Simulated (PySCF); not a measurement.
# HBS (hydrogen boron sulfide): B2PLYP/STO-3G

Aim: the vertical ionisation energy of HBS (hydrogen boron sulfide) at B2PLYP/STO-3G, from 2 runs. 

The results are computed with PySCF 2.14.0.

9 further runs of the same task are left out: 9 set aside as unsound or not needed.

## (1) Starting point

HBS has 3 atoms, charge 0, and is taken as a singlet. SMILES: `B=S`. The coordinates come from a GFN2-xTB relaxation.

Bond lengths: B1–S2 1.592 Å, B1–H3 1.144 Å. Angles: S2–B1–H3 179.9°.

## (2) The energy at B2PLYP/STO-3G

File input.py:

```python
# hydrogen boron sulfide
from pyscf import gto, dft, mp

mol = gto.Mole()
mol.atom = [
    ('B', (-0.041030, -0.016100, 0.142540)),
    ('S', (0.395320, 0.146510, -1.379660)),
    ('H', (-0.354300, -0.130410, 1.237110)),
]
mol.basis = 'sto-3g'
mol.spin = 0
mol.max_memory = 1860
mol.verbose = 3
mol.build()

myscf = dft.RKS(mol)
myscf.xc = '0.53*HF + 0.47*B88, 0.73*LYP'
myscf.conv_tol = 1e-10
myscf.grids.level = 5
myscf.kernel()
if not myscf.converged:
    myscf = myscf.newton().run(myscf.mo_coeff, myscf.mo_occ)

pt = mp.MP2(myscf, frozen=6).run()
etot = myscf.e_tot + 0.27 * pt.e_corr
print('PT2 part  %.8f' % (0.27 * pt.e_corr))
print('E = %.10f Eh' % etot)
```

Run with:

```console
$ OMP_NUM_THREADS=1 python input.py
```

What it wrote:

```text
converged SCF energy = -418.690322596659
E(RMP2) = -418.833521668477  E_corr = -0.143199071818142
E(SCS-RMP2) = -418.83273330643  E_corr = -0.142410709771014
PT2 part  -0.03866375
E = -418.7289863460 Eh
```

It took 1.4 s on 1 thread of Arm Neoverse V2, shared host; peak memory 0.17 GiB.

## (3) The doublet cation at the same level

File run.py:

```python
from pyscf import gto, dft, mp

mol = gto.M(
    atom='''
B   -0.041030  -0.016100   0.142540
S    0.395320   0.146510  -1.379660
H   -0.354300  -0.130410   1.237110
''',
    charge=1,
    spin=1,
    basis='sto-3g',
    max_memory=1860,
    verbose=4,
)

myscf = dft.UKS(mol)
myscf.xc = '0.53*HF + 0.47*B88, 0.73*LYP'
myscf.grids.level = 5
myscf.conv_tol = 1e-10
myscf.kernel()
if not myscf.converged:
    myscf = myscf.newton().run(myscf.mo_coeff, myscf.mo_occ)

pt = mp.MP2(myscf, frozen=6).run()
e_tot = myscf.e_tot + 0.27 * pt.e_corr
print('PT2 part  %.8f' % (0.27 * pt.e_corr))
print(f'total energy: {e_tot:.8f} hartree')
```

Run with:

```console
$ OMP_NUM_THREADS=1 python run.py
```

What it wrote:

```text
PySCF version 2.14.0

[INPUT] num. atoms = 3
[INPUT] num. electrons = 21
[INPUT] charge = 1
[INPUT] spin (= nelec alpha-beta = 2S) = 1
[INPUT] symmetry False subgroup None
[INPUT] Mole.unit = angstrom
[INPUT] Symbol           X                Y                Z      unit          X                Y                Z       unit  Magmom
[INPUT]  1 B     -0.041030000000  -0.016100000000   0.142540000000 AA   -0.077535462891  -0.030424590605   0.269361561796 Bohr   0.0
[INPUT]  2 S      0.395320000000   0.146510000000  -1.379660000000 AA    0.747046531563   0.276863774510  -2.607179545017 Bohr   0.0
[INPUT]  3 H     -0.354300000000  -0.130410000000   1.237110000000 AA   -0.669529965933  -0.246439183905   2.337799085961 Bohr   0.0

nuclear repulsion = 32.0014586742696
number of shells = 9
number of NR pGTOs = 45
number of NR cGTOs = 15
basis = sto-3g
ecp = {}

******** <class 'pyscf.dft.uks.UKS'> ********
method = UKS
initial guess = minao
damping factor = 0
level_shift factor = 0
DIIS = <class 'pyscf.scf.diis.CDIIS'>
diis_start_cycle = 1
diis_space = 8
diis_damp = 0
SCF conv_tol = 1e-10
SCF conv_tol_grad = None
SCF max_cycles = 50
direct_scf = True
direct_scf_tol = 1e-13
number electrons alpha = 11  beta = 10
XC library pyscf.dft.libxc version 7.0.0
    S. Lehtola, C. Steigemann, M. J.T. Oliveira, and M. A.L. Marques.,  SoftwareX 7, 1–5 (2018)
XC functionals = 0.53*HF + 0.47*B88, 0.73*LYP
    A. D. Becke.,  Phys. Rev. A 38, 3098 (1988)
    C. Lee, W. Yang, and R. G. Parr.,  Phys. Rev. B 37, 785 (1988)
    B. Miehlich, A. Savin, H. Stoll, and H. Preuss.,  Chem. Phys. Lett. 157, 200 (1989)
radial grids:
    Treutler-Ahlrichs [JCP 102, 346 (1995); DOI:10.1063/1.469408] (M4) radial grids

becke partition: Becke, JCP 88, 2547 (1988); DOI:10.1063/1.454033
pruning grids: <function nwchem_prune>
grids dens level: 5
symmetrized grids: False
atomic radii adjust function: <function treutler_atomic_radii_adjust>
small_rho_cutoff = 0
Set gradient conv threshold to 1e-05
tot grids = 109752
init E= -418.553078906186
[... the frontier-level lines of each cycle are left out ...]


cycle= 1 E= -418.343137424908  delta_E= 0.21  |g|= 0.191  |ddm|=  1.7
cycle= 2 E= -418.350219942132  delta_E= -0.00708  |g|= 0.174  |ddm|= 0.589
cycle= 3 E= -418.373286452282  delta_E= -0.0231  |g|= 0.0184  |ddm|= 0.303
cycle= 4 E= -418.373645295498  delta_E= -0.000359  |g|= 0.00312  |ddm|= 0.0374
cycle= 5 E= -418.373683015972  delta_E= -3.77e-05  |g|= 0.00168  |ddm|= 0.0136
cycle= 6 E= -418.373700470225  delta_E= -1.75e-05  |g|= 0.000612  |ddm|= 0.0139
cycle= 7 E= -418.373702847385  delta_E= -2.38e-06  |g|= 0.000176  |ddm|= 0.00552
cycle= 8 E= -418.373703027443  delta_E= -1.8e-07  |g|= 1.69e-05  |ddm|= 0.00175
cycle= 9 E= -418.373703028239  delta_E= -7.97e-10  |g|= 4.19e-06  |ddm|= 9.04e-05
cycle= 10 E= -418.373703028293  delta_E= -5.35e-11  |g|= 6.17e-07  |ddm|= 2.7e-05
Extra cycle  E= -418.373703028294  delta_E= -1.25e-12  |g|= 3.06e-07  |ddm|= 1.76e-06
converged SCF energy = -418.373703028294  <S^2> = 0.75328382  2S+1 = 2.0032811

******** <class 'pyscf.mp.ump2.UMP2'> ********
nocc = (np.int64(5), np.int64(4)), nmo = (9, 9)
frozen orbitals 6
E(UMP2) = -418.46016635773  E_corr = -0.0864633294357112
E(SCS-UMP2) = -418.462198758038  E_corr = -0.0884957297443917
E_corr(same-spin) = -0.0176079987443789
E_corr(oppo-spin) = -0.0688553306913323
PT2 part  -0.02334510
total energy: -418.39704813 hartree
```

Run time: 2.2 s. Hardware: 1 thread of Arm Neoverse V2, shared host; peak memory 0.18 GiB.

## (4) What came out

Level: B2PLYP/STO-3G, 6 core orbitals frozen.

| quantity | value |
| --- | --- |
| singlet HBS: total energy | -418.72899 Eh |
| singlet HBS: dipole moment (SCF part) | 0.54 D |
| singlet HBS: HOMO energy (SCF part's orbitals) | -6.46 eV |
| singlet HBS: LUMO energy (SCF part's orbitals) | 4.90 eV |
| singlet HBS: HOMO–LUMO gap (SCF part's orbitals) | 11.36 eV |
| doublet cation: total energy | -418.39705 Eh |
| doublet cation: HOMO energy (SCF part's orbitals) (highest over α and β) | -16.51 eV |
| doublet cation: LUMO energy (SCF part's orbitals) (lowest over α and β) | -10.78 eV |
| doublet cation: ⟨S²⟩ | 0.753 |
| vertical ionisation energy (to the doublet cation) | 9.032 eV |

What this shows: The vertical ionisation energy comes to 9.03 eV (872 kJ/mol). The negative HOMO energy of the first species, 6.46 eV, lies 2.57 eV below that difference. In a minimal basis such a difference can be off by several eV, whatever the method.
